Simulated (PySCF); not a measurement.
# C2H5NS (SMILES [H]/N=C(/C)S) at 6 levels

Wanted: a comparison of 6 runs (HF/STO-3G, HF/3-21G, HF/def2-SVP, PBE0/def2-SVP, B2PLYP/cc-pVTZ, MP2/6-311+G**) of C2H5NS. Input form: a Python script.

The calculation is run with PySCF 2.14.0.

## 1. The system as given

C2H5NS: 9 atoms, total charge 0, spin state singlet. SMILES: `[H]/N=C(/C)S`. The shape is that of a PBE0-D4/def2-TZVP optimisation. This is one conformer, not always the lowest.

Bond lengths: C1–C2 1.494 Å, C2–N3 1.262 Å, C2–S4 1.781 Å, C1–H5 1.093 Å, C1–H6 1.093 Å, C1–H7 1.089 Å, N3–H8 1.019 Å, S4–H9 1.342 Å. Some angles: C1–C2–N3 121.1°, C1–C2–S4 116.7°, N3–C2–S4 122.2°, C2–C1–H5 110.6°, C2–C1–H6 110.6°, C2–C1–H7 108.9°, C2–N3–H8 112.9°, C2–S4–H9 97.8°, H5–C1–H6 107.8°, H5–C1–H7 109.5°.

## 2. Energy and gradient at HF/STO-3G (run 1)

calc.py

```python
# CC(=N)S
from pyscf import gto, scf

mol = gto.M(
    atom='''
C      1.019885     1.555812    -0.639483
C     -0.082770    -0.987760    -0.102990
N      0.702033    -2.933611    -1.236826
S     -2.535068    -1.117017     2.197374
H      1.831523     2.372173     1.074876
H     -0.437094     2.849140    -1.324509
H      2.488202     1.358146    -2.067360
H     -0.211271    -4.538744    -0.692396
H     -2.608200     1.354367     2.758622
''',
    basis='sto-3g',
    charge=0,
    unit='bohr',
    max_memory=1860,
    verbose=4,
    spin=0,
)

myscf = scf.RHF(mol)
myscf.conv_tol = 1e-10
myscf.kernel()
if not myscf.converged:
    myscf = myscf.newton().run(myscf.mo_coeff, myscf.mo_occ)

e_tot = myscf.e_tot
print('E = %.10f Eh' % e_tot)
grad = myscf.nuc_grad_method().kernel()
dip = myscf.dip_moment()
pop, q = myscf.mulliken_pop()
```

Run with:

```sh
$ OMP_NUM_THREADS=1 python calc.py
```

Log:

```text
PySCF version 2.14.0

[... 63 lines left out ...]
converged SCF energy = -524.594269238991
[... 12 lines left out ...]
Dipole moment(X, Y, Z, Debye): -0.85500,  1.44267,  1.09831
[... 39 lines left out ...]
charge of    8H =     -0.02750
```

Wall time 6.6 s (1 thread of Intel Xeon at 2.50GHz (Skylake/Cascade Lake), shared host); peak memory 0.12 GiB.

## 3. Energy and forces at HF/3-21G (run 2)

calc.py

```python
import pyscf.grad
from pyscf import gto

mol = gto.M(
    atom=[
    ('C', (0.539700, 0.823300, -0.338400)),
    ('C', (-0.043800, -0.522700, -0.054500)),
    ('N', (0.371500, -1.552400, -0.654500)),
    ('S', (-1.341500, -0.591100, 1.162800)),
    ('H', (0.969200, 1.255300, 0.568800)),
    ('H', (-0.231300, 1.507700, -0.700900)),
    ('H', (1.316700, 0.718700, -1.094000)),
    ('H', (-0.111800, -2.401800, -0.366400)),
    ('H', (-1.380200, 0.716700, 1.459800)),
],
    max_memory=1860,
    verbose=3,
    basis='3-21g',
)

hf = mol.RHF()
hf.conv_tol = 1e-10
hf.kernel()
if not hf.converged:
    hf = hf.newton().run(hf.mo_coeff, hf.mo_occ)

e_tot = hf.e_tot
print('E(%s) = %.9f' % ('HF', e_tot))
grad = hf.Gradients().kernel()
dip = hf.dip_moment()
pop, q = hf.mulliken_pop()
```

Run with:

```sh
$ OMP_NUM_THREADS=1 python calc.py
```

Log:

```text
converged SCF energy = -527.877592333706
E(HF) = -527.877592334
--------------- RHF gradients ---------------
         x                y                z
0 C    -0.0044286750    -0.0108366345     0.0020830289
1 C    -0.0288061004     0.0151365445     0.0303177645
2 N     0.0111409346    -0.0093960677    -0.0124341989
3 S     0.0227522361     0.0008214359    -0.0214041656
4 H     0.0011316266     0.0020262110     0.0049289351
5 H    -0.0043553523     0.0031914087    -0.0008828636
6 H     0.0050301046    -0.0000187258    -0.0047607346
7 H    -0.0050876281     0.0014685495     0.0051138954
8 H     0.0026228540    -0.0023927216    -0.0029616613
----------------------------------------------
Dipole moment(X, Y, Z, Debye): -0.39694,  2.02399,  0.77946
 ** Mulliken pop  **
pop of  0 C 1s            1.98848
pop of  0 C 2s            0.35499
pop of  0 C 3s            1.14587
pop of  0 C 2px           0.55131
pop of  0 C 2py           0.53445
pop of  0 C 2pz           0.55627
pop of  0 C 3px           0.54294
pop of  0 C 3py           0.37295
pop of  0 C 3pz           0.57549
pop of  1 C 1s            1.98802
pop of  1 C 2s            0.40133
pop of  1 C 3s            0.81961
pop of  1 C 2px           0.45159
pop of  1 C 2py           0.64001
pop of  1 C 2pz           0.45457
pop of  1 C 3px           0.52315
pop of  1 C 3py           0.26225
pop of  1 C 3pz           0.49396
pop of  2 N 1s            1.98938
pop of  2 N 2s            0.39477
pop of  2 N 3s            1.43310
pop of  2 N 2px           0.59462
pop of  2 N 2py           0.57013
pop of  2 N 2pz           0.58506
pop of  2 N 3px           0.77863
pop of  2 N 3py           0.50333
pop of  2 N 3pz           0.76262
pop of  3 S 1s            1.99867
pop of  3 S 2s            1.96336
pop of  3 S 3s            1.00663
pop of  3 S 4s            0.85684
pop of  3 S 2px           1.96414
pop of  3 S 2py           1.96028
pop of  3 S 2pz           1.96403
pop of  3 S 3px           0.84983
pop of  3 S 3py           0.75436
pop of  3 S 3pz           0.84480
pop of  3 S 4px           0.59850
pop of  3 S 4py           0.46534
pop of  3 S 4pz           0.60133
pop of  4 H 1s            0.46279
pop of  4 H 2s            0.31038
pop of  5 H 1s            0.46274
pop of  5 H 2s            0.31035
pop of  6 H 1s            0.45949
pop of  6 H 2s            0.27221
pop of  7 H 1s            0.46026
pop of  7 H 2s            0.24217
pop of  8 H 1s            0.44061
pop of  8 H 2s            0.48199
 ** Mulliken atomic charges  **
charge of    0C =     -0.62276
charge of    1C =     -0.03450
charge of    2N =     -0.61164
charge of    3S =      0.17190
charge of    4H =      0.22682
charge of    5H =      0.22691
charge of    6H =      0.26830
charge of    7H =      0.29757
charge of    8H =      0.07739
```

Wall time 6.9 s (1 thread of Intel Xeon at 2.50GHz (Skylake/Cascade Lake), shared host); peak memory 0.12 GiB.

Runs 3 to 5 aren't shown in full; the table further down has their settings and results.

## 4. Energy and forces at MP2/6-311+G(d,p) (run 6)

run.py

```python
from pyscf import gto, scf, mp

system = gto.M(
    atom='''
C        0.539700       0.823300      -0.338400
C       -0.043800      -0.522700      -0.054500
N        0.371500      -1.552400      -0.654500
S       -1.341500      -0.591100       1.162800
H        0.969200       1.255300       0.568800
H       -0.231300       1.507700      -0.700900
H        1.316700       0.718700      -1.094000
H       -0.111800      -2.401800      -0.366400
H       -1.380200       0.716700       1.459800
''',
    max_memory=1860,
    spin=0,
    basis='6-311+g**',
    verbose=4,
)

mf = scf.RHF(system)
mf.conv_tol = 1e-10
mf.kernel()
if not mf.converged:
    mf = mf.newton().run(mf.mo_coeff, mf.mo_occ)

pt = mp.MP2(mf, frozen=8).run()
e_tot = pt.e_tot
print(f'total energy: {e_tot:.8f} hartree')
grad = pt.nuc_grad_method().kernel()
mf.analyze()
```

Run with:

```sh
$ OMP_NUM_THREADS=1 python run.py
```

Log:

```text
PySCF version 2.14.0

[... 89 lines left out ...]
Two-electron Energy =                  350.797380576862054
[... 17 lines left out ...]
MO #14  energy= -0.611654319527241 occ= 2
[... 15 lines left out ...]
MO #30  energy= 0.154167138101859  occ= 0
[... 15 lines left out ...]
MO #46  energy= 0.441727896486637  occ= 0
[... 15 lines left out ...]
MO #62  energy= 0.983214008584142  occ= 0
[... 15 lines left out ...]
MO #78  energy= 1.71530376715814   occ= 0
[... 15 lines left out ...]
MO #94  energy= 2.44959910546153   occ= 0
[... 15 lines left out ...]
MO #110 energy= 3.47222717503235   occ= 0
[... 15 lines left out ...]
MO #126 energy= 192.378556105215   occ= 0
[... 138 lines left out ...]
Dipole moment(X, Y, Z, Debye): -0.67404,  2.08874,  1.05579
```

Run time: 2.3 min. Hardware: 1 thread of Intel Xeon at 2.50GHz (Skylake/Cascade Lake), shared host; peak memory 2 GiB.

## 5. All runs side by side

```
run           level  integration grid      task  energy (Eh)  dipole moment (D) of the reference  HOMO energy (eV)  LUMO energy (eV)  wall time
  1       HF/STO-3G                 –  gradient  -524.594269                                2.00             -7.36              8.38      6.6 s
  2        HF/3-21G                 –  gradient  -527.877592                                2.20            -10.04              4.47      6.9 s
  3     HF/def2-SVP                 –  gradient  -530.384820                                2.28             -9.98              3.98       21 s
  4   PBE0/def2-SVP                 5  gradient  -531.629475                                2.05             -7.20              0.20       94 s
  5  B2PLYP/cc-pVTZ                 5    energy  -531.976302                                2.09             -8.32              1.27    4.5 min
  6   MP2/6-311+G**                 –  gradient  -531.259905                                2.44            -10.10              1.55    2.3 min
```

## 6. Results

```
                                          quantity          value
                               run 6: total energy  -531.25990 Eh
       run 6: dipole moment (Hartree–Fock density)         2.44 D
        run 6: HOMO energy (Hartree–Fock orbitals)      -10.10 eV
        run 6: LUMO energy (Hartree–Fock orbitals)        1.55 eV
      run 6: HOMO–LUMO gap (Hartree–Fock orbitals)       11.66 eV
run 6: correlation energy (8 core orbitals frozen)     -605.8 mEh
                   run 6: largest force on an atom     1.235 eV/Å
```

In words: Over runs 1, 2, 3, 4, 5 the dipole moment (its size) runs from 2.00 D (HF/STO-3G) to 2.28 D (HF/def2-SVP). Over runs 1, 2, 3, 4, 5 the HOMO–LUMO gap runs from 7.40 eV (PBE0/def2-SVP) to 15.74 eV (HF/STO-3G). The two ends differ in method and basis. Totals of different functionals can't be ranked against each other. In run 1 the basis is minimal, so the values are rough. All runs together took 9 min, the longest 4.5 min.
